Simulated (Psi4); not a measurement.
**Exact exchange and the vertical ionisation energy of OF2 (oxygen difluoride)**

The species is OF2 (3 atoms), meant as a singlet with charge 0. As SMILES, `FOF`. The coordinates come from a PBE0-D4/def2-TZVP relaxation.

The vertical ionisation energy (to the doublet cation) y, in eV, basis cc-pVTZ; a is the functional's share of exact exchange. Programs: Psi4 1.11.

```
functional  program     a  y (eV)
    revPBE     Psi4     0   12.31
       PBE     Psi4     0   12.41
     TPSSh     Psi4   0.1   12.76
     B3LYP     Psi4   0.2   13.10
      PBE0     Psi4  0.25       ?
     BHLYP     Psi4   0.5   13.50
```

Fit y = c + s·a to the known rows and predict PBE0.


1. Means of the 5 rows: a = 0.1600, y = 12.816.
2. Σ(Δa)² = 0.172, Σ(Δa·Δy) = 0.3932, so the slope is 0.3932/0.172 = 2.286.
3. Intercept: 12.816 − (2.286) × 0.1600 = 12.450. The largest residual of the fit is 0.19.
4. PBE0: 12.450 + (2.286) × 0.25 = 13.02 eV.

The run gave 13.04 eV, so the prediction is off by -0.02 eV, within the largest residual.
